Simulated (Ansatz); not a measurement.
**doublet BH2Cl+ at 6 levels**

Aim: a comparison of 6 runs (U-r2SCAN/def2-TZVP, UHSE06/def2-TZVP, UPBE0/def2-TZVP, RPA@PBE/def2-TZVP, RPA@PBE0/def2-TZVP, UMP2/def2-TZVP) of doublet BH2Cl+. 

The calculation is run with Ansatz 0.2.0.

44 further runs of the same task are left out: 44 set aside as unsound or not needed.

## 1. The system as given

BH2Cl+: 4 atoms, total charge +1, spin state doublet. As SMILES of the parent species, `BCl`. Geometry: relaxed at PBE0-D4/def2-TZVP. That shape belongs to the parent species and isn't relaxed for this state.

Bond lengths: B1–Cl2 1.733 Å, B1–H3 1.190 Å, B1–H4 1.190 Å. Angles: Cl2–B1–H3 118.1°, Cl2–B1–H4 118.1°, H3–B1–H4 123.7°.

## 2. The energy at U-r2SCAN/def2-TZVP (run 1)

in.yaml reads:

```yaml
crystal:
  periodic: [false, false, false]
  atoms:
    - symbol: B
      position_ang: [-0.116700, 0.021700, -0.075300]
    - symbol: Cl
      position_ang: [1.365000, -0.395300, 0.721200]
    - symbol: H
      position_ang: [-1.106200, -0.559500, 0.240400]
    - symbol: H
      position_ang: [-0.086600, 0.872800, -0.906600]
basis:
  gaussian:
    orbitals: def2-TZVP
accuracy: high
output: {orbitals: {seedname: orbitals}}
hamiltonian:
  xc: r2scan
magnetization:
  spin_polarized: true
  initial_magnetization: 1
total_charge: 1
```

Command:

```
ansatz run in.yaml --threads 1 --pin off --max-ram 3480MiB --events-out events.jsonl --progress --plain --runs-dir runs
```

The program printed:

```text
Warning: RAYON_NUM_THREADS=1 ignored (pool sized by the plan → 1); use --threads N
Functional definition: r2SCAN
  name "r2SCAN"
  parameter k0 = 0.174
  parameter k1 = 0.065
  parameter a1 = 4.9479
  exchange = r2scan_x(k0 = k0, k1 = k1, a1 = a1)
  correlation = r2scan_c
1294 factors; integrals over basis functions are off by at most 4.0e-9 eV
mean field evaluation 1: about -13217.8502 eV, gradient 1.9e1 eV
mean field evaluation 2: about -13215.7219 eV, gradient 2.5e1 eV
mean field evaluation 4: about -13219.9342 eV, gradient 1.5e0 eV
mean field evaluation 8: about -13219.9467 eV, gradient 3.4e-2 eV
mean field evaluation 16: about -13219.9467 eV, gradient 4.1e-5 eV
mean field -13219.94669399 eV, -485.8240802024 hartree, gradient 4.9e-8 eV, S^2 0.756605; 0 other end points of the search recorded, 0 dependent functions left out
reference -13219.94669605 eV, -485.8240802782 hartree; 12, 11 occupied and 68, 69 virtual orbitals, 1294 factors
Total energy: -13219.94669605 eV, -485.8240802782 hartree
```

Wall time 7.5 s (1 thread of Arm Neoverse V2, shared host); peak memory 0.25 GiB.

## 3. The energy at UHSE06/def2-TZVP (run 2)

input.yaml reads:

```yaml
crystal:
  periodic: [false, false, false]
  atoms:
    - {symbol: B, position_ang: [-0.116700, 0.021700, -0.075300]}
    - {symbol: Cl, position_ang: [1.365000, -0.395300, 0.721200]}
    - {symbol: H, position_ang: [-1.106200, -0.559500, 0.240400]}
    - {symbol: H, position_ang: [-0.086600, 0.872800, -0.906600]}
basis:
  gaussian: {orbitals: def2-TZVP}
total_charge: 1
magnetization: {spin_polarized: true, initial_magnetization: 1}
hamiltonian: {xc: hse06}
accuracy: high
output: {orbitals: {seedname: orbitals}}
```

Command:

```
ansatz run input.yaml --threads 1 --pin off --max-ram 3480MiB --events-out events.jsonl --progress --plain --runs-dir runs
```

The program printed:

```text
Warning: RAYON_NUM_THREADS=1 ignored (pool sized by the plan → 1); use --threads N
Functional definition: HSE06
  name "HSE06"
  parameter a = 0.25
  parameter omega = 0.11/bohr
  exchange = pbe_x - a*pbe_x_sr(omega) + a*exact_x_sr(omega)
  correlation = pbe_c
1294 factors; integrals over basis functions are off by at most 4.0e-9 eV
81 factors; integrals over basis functions are off by at most 7.7e-10 eV
mean field evaluation 1: about -13214.0700 eV, gradient 1.7e1 eV
mean field evaluation 2: about -13214.3946 eV, gradient 1.5e1 eV
mean field evaluation 4: about -13215.6509 eV, gradient 1.2e0 eV
mean field evaluation 8: about -13215.7541 eV, gradient 1.9e-2 eV
mean field evaluation 16: about -13215.7541 eV, gradient 3.6e-5 eV
mean field -13215.75407384 eV, -485.6700042537 hartree, gradient 5.4e-8 eV, S^2 0.755844; 0 other end points of the search recorded, 0 dependent functions left out
reference -13215.75407704 eV, -485.6700043715 hartree; 12, 11 occupied and 68, 69 virtual orbitals, 1294 factors
Total energy: -13215.75407704 eV, -485.6700043715 hartree
```

Run time: 6 s. Hardware: 1 thread of Arm Neoverse V2, shared host; peak memory 0.22 GiB.

## 4. A single-point energy at UPBE0/def2-TZVP (run 3)

run.yaml reads:

```yaml
basis:
  gaussian:
    orbitals: def2-TZVP
crystal:
  periodic: [false, false, false]
  atoms:
    - {symbol: B, position_ang: [-0.116700, 0.021700, -0.075300]}
    - {symbol: Cl, position_ang: [1.365000, -0.395300, 0.721200]}
    - {symbol: H, position_ang: [-1.106200, -0.559500, 0.240400]}
    - {symbol: H, position_ang: [-0.086600, 0.872800, -0.906600]}
total_charge: 1
hamiltonian:
  xc: {name: PBE0}
accuracy: high
output: {orbitals: {seedname: orbitals}}
magnetization:
  spin_polarized: true
  initial_magnetization: 1
```

Command:

```
ansatz run run.yaml --threads 1 --pin off --max-ram 3480MiB --events-out events.jsonl --progress --plain --runs-dir runs
```

The program printed:

```text
Warning: RAYON_NUM_THREADS=1 ignored (pool sized by the plan → 1); use --threads N
Functional definition: PBE0
  name "PBE0"
[... 1 set-up line as earlier in the session ...]
  parameter kappa = 0.804
  parameter beta = 0.06672455060314922
  exchange = (1 - a)*pbe_x(kappa = kappa, mu = beta*pi^2/3) + a*exact_x
  correlation = pbe_c(beta = beta)
1294 factors; integrals over basis functions are off by at most 4.0e-9 eV
mean field evaluation 1: about -13214.6185 eV, gradient 1.6e1 eV
mean field evaluation 2: about -13215.2739 eV, gradient 1.2e1 eV
mean field evaluation 4: about -13215.9080 eV, gradient 1.3e0 eV
mean field evaluation 8: about -13216.0122 eV, gradient 1.9e-2 eV
mean field evaluation 16: about -13216.0122 eV, gradient 3.5e-5 eV
mean field -13216.01218342 eV, -485.6794896057 hartree, gradient 8.3e-8 eV, S^2 0.755924; 2 other end points of the search recorded, 0 dependent functions left out
reference -13216.01218582 eV, -485.6794896942 hartree; 12, 11 occupied and 68, 69 virtual orbitals, 1294 factors
Total energy: -13216.01218582 eV, -485.6794896942 hartree
```

It took 5.1 s on 1 thread of Arm Neoverse V2, shared host; peak memory 0.22 GiB.

Runs 4 to 5 aren't shown in full; the table further down has their settings and results.

## 5. A single-point energy at UMP2/def2-TZVP (run 6)

job.yaml reads:

```yaml
crystal:
  periodic: [false, false, false]
  atoms:
    - {symbol: B, position_ang: [-0.116700, 0.021700, -0.075300]}
    - {symbol: Cl, position_ang: [1.365000, -0.395300, 0.721200]}
    - {symbol: H, position_ang: [-1.106200, -0.559500, 0.240400]}
    - {symbol: H, position_ang: [-0.086600, 0.872800, -0.906600]}
basis:
  gaussian: {orbitals: def2-TZVP}
total_charge: 1
magnetization: {spin_polarized: true, initial_magnetization: 1}
correlation: {method: mp2, frozen_orbitals: {B: 1, Cl: 5, H: 0}}
accuracy: high
```

Command:

```
ansatz run job.yaml --threads 1 --pin off --max-ram 3480MiB --events-out events.jsonl --progress --plain --runs-dir runs
```

The program printed, shortened:

```text
Warning: RAYON_NUM_THREADS=1 ignored (pool sized by the plan → 1); use --threads N
Functional definition: HF
  name "HF"
[...]
1294 factors; integrals over basis functions are off by at most 4.0e-9 eV
[...]
mean field -13197.43657336 eV, -484.9968485270 hartree, gradient 1.8e-8 eV, S^2 0.765233; 4 other end points of the search recorded, 0 dependent functions left out
6 core orbitals not correlated: weight in the atoms' cores, before any rotation towards them, 1.000 or more for the frozen orbitals, at most 0.000 for the correlated occupied ones
reference -13197.43657336 eV, -484.9968485270 hartree; 6, 5 occupied and 68, 69 virtual orbitals, 1294 factors
second order -6.75148605 eV of doubles, -0.00000000 eV of singles
Total energy: -13204.18805941 eV, -485.2449610632 hartree
```

It took 1.8 s on 1 thread of Arm Neoverse V2, shared host; peak memory 0.16 GiB.

## 6. Overview of the runs

```
run               level  frozen core orbitals  energy (Eh)   ⟨S²⟩  wall time
  1  U-r2SCAN/def2-TZVP                     –  -485.824080  0.757      7.5 s
  2    UHSE06/def2-TZVP                     –  -485.670004  0.756        6 s
  3     UPBE0/def2-TZVP                     –  -485.679490  0.756      5.1 s
  4   RPA@PBE/def2-TZVP                     6  -485.454694  0.753      5.4 s
  5  RPA@PBE0/def2-TZVP                     6  -485.413226  0.756      6.9 s
  6      UMP2/def2-TZVP                     6  -485.244961  0.765      1.8 s
```

## 7. Outcome

```
                                          quantity          value
                               run 6: total energy  -485.24496 Eh
run 6: correlation energy (6 core orbitals frozen)     -248.1 mEh
          run 6: ⟨S²⟩ of the reference determinant          0.765
```

**Reading.** Totals of different functionals can't be ranked against each other. All runs together took 33 s, the longest 7.5 s.
